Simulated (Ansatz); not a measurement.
A geometry relaxed with B3LYP-D3(BJ)/def2-TZVP in Ansatz (a quantum-chemistry and plane-wave program), charge 0, multiplicity 2:

```xyz
6

H     -1.0459    -0.7179    -0.5101
O      1.9529     0.0183    -0.1851
C     -0.4635     0.0358     0.0210
H     -0.9066     0.1488     1.0112
C      0.9461    -0.4714     0.1816
H     -0.4830     0.9863    -0.5185
```

**Question.** Write the SMILES of this molecule.

**Answer.** `C[C]=O`
